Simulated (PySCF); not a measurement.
## C5H9N: calculation against experiment

**Measured values to compare with.**

NIST CCCBDB Release 22 (SRD 101), experimental dipoles lists, for the gas: dipole moment (microwave Stark effect) 3.95 D.

NIST CCCBDB Release 22 (SRD 101), experimental polarizabilities lists, for the gas: mean polarisability 9.591 Å³.

How close the calculation comes is told at the end.

C₅H₉N.
Atom-mapped SMILES: `[CH3:1][C:2]([CH3:3])([CH3:4])[C:5]#[N:6]` (hydrogens: H7, H8, H9 on C1; H10, H11, H12 on C3; H13, H14, H15 on C4)

Structure used (PBE0-D3(BJ)/def2-SVP), in Å, numbered top down from 1:
```
atom  x, y, z in Å
C1     0.816    1.239    0.053
C2    -0.122    0.028    0.150
C3    -0.960   -0.106   -1.128
C4     0.686   -1.255    0.396
C5    -1.031    0.232    1.289
N6    -1.742    0.387    2.189
H7     0.249    2.168   -0.105
H8     1.415    1.352    0.968
H9     1.503    1.104   -0.797
H10   -1.645   -0.964   -1.067
H11   -0.292   -0.256   -1.991
H12   -1.557    0.800   -1.307
H13    1.281   -1.179    1.317
H14    0.026   -2.130    0.482
H15    1.373   -1.419   -0.449
```

Runs made with PySCF (gas phase, on this PBE0-D3(BJ)/def2-SVP geometry; no spin–orbit coupling):

```tsv
level	job	basis functions
PBE0-D3(BJ)/def2-SVP, grid level 1	geometry optimisation from an MMFF94s start	129
CAM-B3LYP/def2-SVPD	10 singlets by full TDDFT, 4 Tamm–Dancoff triplets, polarisability, ΔSCF ions	192
LDA/def2-SVPD	10 singlets by full TDDFT, 4 Tamm–Dancoff triplets, polarisability, ΔSCF ions	192
PBE/def2-SVPD	10 singlets by full TDDFT, 4 Tamm–Dancoff triplets, polarisability, ΔSCF ions	192
LC-wPBE/def2-SVPD	10 singlets by full TDDFT, 4 Tamm–Dancoff triplets, polarisability, ΔSCF ions	192
PBE0/def2-TZVP	10 singlets by full TDDFT, 4 Tamm–Dancoff triplets, polarisability	240
HF/pcJ-1	spin–spin couplings from 15 perturbed nuclei, spin–dipole term for 1 of them	252
KT2/pcJ-1	spin–spin couplings from 15 perturbed nuclei, spin–dipole term for 1 of them	252
LDA/pcJ-1	spin–spin couplings from 15 perturbed nuclei, spin–dipole term for 1 of them	252
PBE0/pcJ-1	spin–spin couplings from 15 perturbed nuclei, spin–dipole term for 1 of them	252
B3LYP/def2-TZVP	spin–spin couplings from 15 perturbed nuclei, spin–dipole term for 1 of them	240
B3LYP/pcJ-0	spin–spin couplings from 15 perturbed nuclei, spin–dipole term for 1 of them	105
B3LYP/def2-SVPD	10 singlets by full TDDFT, 4 Tamm–Dancoff triplets, polarisability, ΔSCF ions	192
BHandHLYP/def2-SVPD	10 singlets by full TDDFT, 4 Tamm–Dancoff triplets, polarisability, ΔSCF ions	192
PBE0/def2-SVPD	10 singlets by full TDDFT, 4 Tamm–Dancoff triplets, polarisability, ΔSCF ions	192
PBE0/6-31G*	10 singlets by full TDDFT, 4 Tamm–Dancoff triplets, polarisability	102
PBE0/def2-SVP	10 singlets by full TDDFT, 4 Tamm–Dancoff triplets, polarisability	129
wB97X-D/def2-SVPD	10 singlets by full TDDFT, 4 Tamm–Dancoff triplets, polarisability, ΔSCF ions	192
PBE0/6-31+G*	10 singlets by full TDDFT, 4 Tamm–Dancoff triplets, polarisability	126
PBE0/aug-cc-pVDZ	10 singlets by full TDDFT, 4 Tamm–Dancoff triplets, polarisability	219
```

All basis functions are spherical.

**Comparison with experiment**

**Dipole moment.** Measured: 3.95 D (NIST CCCBDB Release 22 (SRD 101), experimental dipoles).

```
               level  computed (D)  computed − measured (D)  % (from the printed values)
PBE0-D3(BJ)/def2-SVP          3.93                    -0.02                           -1
 CAM-B3LYP/def2-SVPD          4.17                    +0.22                           +6
       LDA/def2-SVPD          4.16                    +0.21                           +5
       PBE/def2-SVPD          4.06                    +0.11                           +3
   LC-wPBE/def2-SVPD          4.18                    +0.23                           +6
      PBE0/def2-TZVP          4.14                    +0.19                           +5
            HF/pcJ-1          4.38                    +0.43                          +11
           KT2/pcJ-1          3.95                     0.00                            0
           LDA/pcJ-1          4.08                    +0.13                           +3
          PBE0/pcJ-1          4.11                    +0.16                           +4
     B3LYP/def2-TZVP          4.12                    +0.17                           +4
         B3LYP/pcJ-0          3.81                    -0.14                           -4
```

12 of the 29 levels run are shown, the closest and the furthest among them. Closest is KT2/pcJ-1 (0.00 D), furthest HF/pcJ-1 (+0.43 D); one molecule doesn't rank methods. The computed dipoles belong to one fixed geometry; measured ones are averaged over vibrations unless marked μe. Magnitudes are compared, not signs.

**Mean polarisability.** Measured: 9.591 Å³ (NIST CCCBDB Release 22 (SRD 101), experimental polarizabilities).

```json
{"level": "B3LYP/def2-SVPD", "computed (Å³)": "9.653", "computed − measured (Å³)": "+0.062", "% (from the printed values)": "+1"}
{"level": "BHandHLYP/def2-SVPD", "computed (Å³)": "9.353", "computed − measured (Å³)": "-0.238", "% (from the printed values)": "-2"}
{"level": "LDA/def2-SVPD", "computed (Å³)": "10.041", "computed − measured (Å³)": "+0.450", "% (from the printed values)": "+5"}
{"level": "PBE/def2-SVPD", "computed (Å³)": "9.901", "computed − measured (Å³)": "+0.310", "% (from the printed values)": "+3"}
{"level": "PBE0/def2-SVPD", "computed (Å³)": "9.572", "computed − measured (Å³)": "-0.019", "% (from the printed values)": "0"}
{"level": "LC-wPBE/def2-SVPD", "computed (Å³)": "9.300", "computed − measured (Å³)": "-0.291", "% (from the printed values)": "-3"}
{"level": "PBE0/6-31G*", "computed (Å³)": "8.094", "computed − measured (Å³)": "-1.497", "% (from the printed values)": "-16"}
{"level": "PBE0/def2-SVP", "computed (Å³)": "8.327", "computed − measured (Å³)": "-1.264", "% (from the printed values)": "-13"}
{"level": "PBE0/def2-TZVP", "computed (Å³)": "9.399", "computed − measured (Å³)": "-0.192", "% (from the printed values)": "-2"}
{"level": "wB97X-D/def2-SVPD", "computed (Å³)": "9.551", "computed − measured (Å³)": "-0.040", "% (from the printed values)": "0"}
{"level": "PBE0/6-31+G*", "computed (Å³)": "9.138", "computed − measured (Å³)": "-0.453", "% (from the printed values)": "-5"}
{"level": "PBE0/aug-cc-pVDZ", "computed (Å³)": "9.819", "computed − measured (Å³)": "+0.228", "% (from the printed values)": "+2"}
```

12 of the 14 levels run are shown, the closest and the furthest among them. Closest is PBE0/def2-SVPD (-0.019 Å³), furthest PBE0/6-31G* (-1.497 Å³); one molecule doesn't rank methods. The computed values are static and purely electronic, with core orbitals frozen in the response (1 au = 0.148185 Å³). The table of measured values doesn't say here whether a value is static or optical, or holds a vibrational part.

No measured geometry was used, and the causes of the misses weren't examined.
